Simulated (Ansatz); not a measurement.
Reaction: C2H5Cl (SMILES CCCl) → C2H4Cl (SMILES C[CH]Cl, doublet) + H (doublet) (the C-H bond breaks)
Each species at its own B3LYP-D3(BJ)/def2-TZVP minimum (Ansatz, a first-principles code).

Total energies in hartree (Ansatz). Radicals and triplets start from unrestricted determinants; spin-orbit coupling is neglected. Cores are frozen in correlated methods. No relativity. Where a partner has so few electrons that a lower coupled-cluster level is exact, that level stands in.

```csv
species,HF/cc-pV(T+d)Z,CCSD(T)/cc-pV(T+d)Z,HF/cc-pV(Q+d)Z,CCSD(T)/cc-pV(Q+d)Z,CCSD(T)/cc-pV(D+d)Z,CCSDT(Q)/cc-pV(D+d)Z
1: C2H5Cl (SMILES CCCl),-538.19992,-538.81133,-538.20875,-538.85913,-538.64789,-538.64948
"2: C2H4Cl (SMILES C[CH]Cl, doublet)",-537.57109,-538.14570,-537.57990,-538.19233,-537.98845,-537.99019
3: H (doublet),-0.49981,-0.49981,-0.49995,-0.49995,-0.49928,-0.49928
```

**Question.** Work out the bond dissociation energy (electronic) in kcal/mol: take Hartree-Fock from cc-pV(Q+d)Z, extrapolate the CCSD(T) correlation energy as X^-3 (X = 3, 4), and add CCSDT(Q) - CCSD(T) in cc-pV(D+d)Z. 1 hartree = 627.51 kcal/mol.

**Answer.** 
Species 1: correlation (64·(-0.65038) - 27·(-0.61141))/37 = -0.67882; step -0.00159; E1 = -538.20875 + (-0.67882) + (-0.00159) = -538.88916
Species 2: correlation (64·(-0.61243) - 27·(-0.57461))/37 = -0.64003; step -0.00174; E2 = -537.57990 + (-0.64003) + (-0.00174) = -538.22167
Species 3: correlation (64·(0.00000) - 27·(0.00000))/37 = 0.00000; step +0.00000; E3 = -0.49995 + (0.00000) + (+0.00000) = -0.49995
-1·E1 +1·E2 +1·E3 = 0.16754 hartree = 105.1 kcal/mol.
